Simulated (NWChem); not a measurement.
Polarisability of AlCl3

```xyz
4

Al     0.0000     0.0000     0.0000
Cl     0.0000     0.0000     2.0937
Cl     1.8132     0.0000    -1.0468
Cl    -1.8132     0.0000    -1.0468
```
Charge 0, spin multiplicity 1.

Program: NWChem. Structure: optimised with PBE/def2-SVP, a minimum by its harmonic frequencies.

Basis set: 6-31G*. The field's frequency is 0.0428 Ha (1065 nm). This basis has no diffuse functions, which lowers polarisabilities.

The correlated methods keep 20 core orbitals frozen. B3LYP has NWChem's definition, with VWN1-RPA local correlation. The Pople sets run with spherical d functions. The structure started from a generated list of species. Coupled-cluster values serve here as a point of comparison, not as the truth.

### Question
For the isotropic polarisability, LDA (SVWN5) gives 50.69 bohr³ and PBE gives 50.21 bohr³. What do HF, B3LYP, CCSD linear response give?

### Answer
HF: 42.18 bohr³; B3LYP: 48.04 bohr³; CCSD linear response: 46.82 bohr³.
